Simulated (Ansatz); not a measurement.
# B2HSi: the cost of one run

The runs use Ansatz 0.2.0, Gaussian basis; def2-QZVPP, core rule «outside noble gas», up to 7 orbitals frozen.

The runs, in order: UHF; ROHF; CCSD(T) on UHF.

### Step 1. The system

The geometry is a PBE0/def2-TZVP stationary point (not a proven minimum) of the parent state, kept for this charge and spin.

4 atoms, charge 0, spin multiplicity 6.

Atoms are counted from 1 here; the program's logs count them from 0.

Bond lengths: B1–Si2 1.989 Å, B1–B3 1.610 Å, B1–H4 1.246 Å, Si2–B3 1.921 Å. Angles: Si2–B1–B3 63.5°, Si2–B1–H4 64.0°, B3–B1–H4 127.5°, B1–Si2–B3 48.6°, B1–B3–Si2 67.9°.

Geometry (Å):

```xyz
4

B     0.0000   -0.7177    1.0806
Si    0.0000   -0.0079   -0.7774
B     0.0000    0.8846    0.9232
H     0.0000   -1.5694    0.1705
```

### Step 2. UHF

File in.yaml:

```yaml
crystal:
  periodic: [false, false, false]
  atoms:
    - {symbol: B, position_ang: [0.000000, -0.717740, 1.080601]}
    - {symbol: Si, position_ang: [0.000000, -0.007888, -0.777449]}
    - {symbol: B, position_ang: [0.000000, 0.884552, 0.923210]}
    - {symbol: H, position_ang: [0.000000, -1.569398, 0.170474]}
basis:
  gaussian: {orbitals: "def2-QZVPP.json"}
magnetization: {spin_polarized: true, initial_magnetization: 5}
hamiltonian: {xc: hf}
output: {orbitals: {seedname: orbitals}}
```

On the command line:

```sh
> ansatz run in.yaml --threads 1 --pin off --events-out ev --progress --plain --max-ram 2393MiB
```

Q: Estimate wall time and peak memory on 1 thread of Intel Xeon Platinum 8488C, shared host.

About 19 s, with a peak of 0.5 GiB.
